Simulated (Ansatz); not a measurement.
Reaction (SMILES): CS (CH3-SH) → CH4S+ (doublet, bonded as CS) + e-
B3LYP-D3(BJ)/def2-TZVP geometries, fixed; electronic energies without zero-point terms.

Basis-set convergence of the adiabatic ionisation energy at wB97M-V with Ansatz (a program for electronic structure). Cartesian d functions, on some or all atoms, in 6-31G*, 6-31+G*, 6-311G**, 6-311+G**; all else is spherical. The program fits the integrals of some runs and decomposes those of others, by size. Open shells are unrestricted. The functional holds VV10 correlation; no added dispersion term, no relativity. Functions are those of the species that has most. Reference: the value in aug-pcseg-3, 9.389 eV, itself unsure by roughly 0.003 eV (its mean distance from aug-cc-pV(Q+d)Z, cc-pV(5+d)Z, def2-QZVPPD). Deviations are taken from unrounded values.

| basis | functions | adiabatic ionisation energy (eV) |
|---|---|---|
| 6-31G* | 42 | 9.379 |
| 6-31+G* | 50 | 9.431 |
| def2-SVP | 52 | 9.361 |
| def2-SVPD | 79 | 9.464 |
| pcseg-1 | 52 | 9.458 |
| aug-pcseg-1 | 86 | 9.429 |
| cc-pV(D+d)Z | 57 | 9.329 |
| aug-cc-pV(D+d)Z | 91 | 9.406 |
| 6-311G** | 69 | 9.435 |
| 6-311+G** | 77 | 9.433 |
| def2-TZVP | 92 | 9.369 |
| def2-TZVPD | 119 | 9.388 |
| pcseg-2 | 120 | 9.397 |
| aug-pcseg-2 | 188 | 9.395 |
| cc-pV(T+d)Z | 125 | 9.369 |
| aug-cc-pV(T+d)Z | 193 | 9.389 |
| def2-TZVPP | 129 | 9.371 |
| def2-TZVPPD | 156 | 9.388 |
| cc-pV(Q+d)Z | 239 | 9.387 |
| aug-cc-pV(Q+d)Z | 353 | 9.394 |
| def2-QZVPP | 247 | 9.389 |
| def2-QZVPPD | 274 | 9.393 |
| pcseg-3 | 256 | 9.388 |
| aug-pcseg-3 | 370 | 9.389 |

What the diffuse functions change, pair by pair:
- 6-31G* to 6-31+G*: 8 more functions, deviation -0.011 to 0.042 eV
- def2-SVP to def2-SVPD: 27 more functions, deviation -0.029 to 0.074 eV
- pcseg-1 to aug-pcseg-1: 34 more functions, deviation 0.069 to 0.039 eV
- cc-pV(D+d)Z to aug-cc-pV(D+d)Z: 34 more functions, deviation -0.060 to 0.017 eV
- 6-311G** to 6-311+G**: 8 more functions, deviation 0.046 to 0.044 eV
- def2-TZVP to def2-TZVPD: 27 more functions, deviation -0.020 to -0.002 eV
- pcseg-2 to aug-pcseg-2: 68 more functions, deviation 0.007 to 0.005 eV
- cc-pV(T+d)Z to aug-cc-pV(T+d)Z: 68 more functions, deviation -0.021 to -0.001 eV
- def2-TZVPP to def2-TZVPPD: 27 more functions, deviation -0.018 to -0.002 eV
- cc-pV(Q+d)Z to aug-cc-pV(Q+d)Z: 114 more functions, deviation -0.002 to 0.005 eV
- def2-QZVPP to def2-QZVPPD: 27 more functions, deviation 0.000 to 0.004 eV
- pcseg-3 to aug-pcseg-3: 114 more functions, deviation -0.001 to 0.000 eV

Leaving out the reference's own pair, they bring the value nearer the reference by more than 0.003 eV in 5 of 11 pairs.
